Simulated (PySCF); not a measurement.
tetrafluoroethylene (C2F4), SMILES FC(F)=C(F)F. Coordinates come from a B3LYP-D3(BJ)/def2-SVP optimisation.

The numbers are results of B3LYP-D3(BJ)/def2-SVP (PySCF 2.14.0), not measurements.

Harmonic wavenumbers (cm⁻¹): 198, 210, 401, 419, 532, 553, 560, 807, 1211, 1370, 1381, 1927. Rotational constants (GHz): 5.481, 3.223, 2.030; symmetry number 4.

### Question
Work out the zero-point energy and the ideal-gas rigid-rotor harmonic-oscillator thermochemistry at 298.15 K and 1 atm.

### Answer
ZPE = ½ Σ hcν = ½ × 9570 cm⁻¹ = 13.68 kcal/mol. H − E(el) = 17.55 kcal/mol. Entropy in cal/(mol K): translation 39.72, rotation 23.84, vibration 7.98, total 71.54. G − E(el) = -3.78 kcal/mol. Cp = 19.03 cal/(mol K).
